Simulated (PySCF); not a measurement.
Reproducing measurements on PH3

**The experiment to reproduce.**

From NIST CCCBDB Release 22 (SRD 101), experimental dipoles, for the gas: dipole moment (microwave Stark effect) 0.58 D.

The results are set against them at the end.

Species: PH3.
SMILES with atom numbers: `[PH3:1]` (hydrogens: H2, H3, H4 on P1)

Geometry (GFN2-xTB, Å), atoms numbered from 1 in this order:
```
atom  x, y, z in Å
P1    -0.001    0.003    0.570
H2    -0.559    1.009   -0.206
H3     1.158   -0.016   -0.190
H4    -0.588   -0.991   -0.198
```

Runs made with PySCF (gas phase, on this GFN2-xTB geometry; no spin–orbit coupling):

| level | job | basis functions | wall time |
| --- | --- | --- | --- |
| B3LYP/MINI | shieldings | 12 | 0.22 s |
| B97-D/pcseg-1 | shieldings | 33 | 0.5 s |
| HCTH407/ANO-RCC-VDZP | shieldings | 33 | 1.4 s |
| KT3/MINI | shieldings | 12 | 0.23 s |
| KT3/pcseg-1 | shieldings | 33 | 0.47 s |
| LC-wPBE/MINI | shieldings | 12 | 0.31 s |
| LDA/MINI | shieldings | 12 | 0.24 s |
| WP04/ANO-RCC-VDZP | shieldings | 33 | 1.2 s |
| X3LYP/MINI | shieldings | 12 | 0.26 s |
| mPW1PW91/pcseg-1 | shieldings | 33 | 0.39 s |
| revPBE/MINI | shieldings | 12 | 0.22 s |
| revPBE/pcseg-1 | shieldings | 33 | 0.47 s |

Hardware: one thread of an Intel Xeon at 2.30 GHz, no GPU (shared host).

**Comparison with experiment**

**Dipole moment.** Measured: 0.58 D (NIST CCCBDB Release 22 (SRD 101), experimental dipoles).

```
               level  computed (D)  computed − measured (D)  % (from the printed values)
          B3LYP/MINI          0.98                    +0.40                          +69
       B97-D/pcseg-1          0.97                    +0.39                          +67
HCTH407/ANO-RCC-VDZP          0.72                    +0.14                          +24
            KT3/MINI          1.00                    +0.42                          +72
         KT3/pcseg-1          0.96                    +0.38                          +66
        LC-wPBE/MINI          1.21                    +0.63                         +109
            LDA/MINI          1.28                    +0.70                         +121
   WP04/ANO-RCC-VDZP          0.55                    -0.03                           -5
          X3LYP/MINI          0.99                    +0.41                          +71
    mPW1PW91/pcseg-1          0.99                    +0.41                          +71
         revPBE/MINI          1.01                    +0.43                          +74
      revPBE/pcseg-1          1.01                    +0.43                          +74
```

12 of the 60 levels run are shown, the closest and the furthest among them. Closest is WP04/ANO-RCC-VDZP (-0.03 D), furthest LDA/MINI (+0.70 D); one molecule doesn't rank methods. The computed dipoles belong to one fixed geometry; measured ones are averaged over vibrations unless marked μe. Magnitudes are compared, not signs.

No measured geometry was used, and the causes of the misses weren't examined.
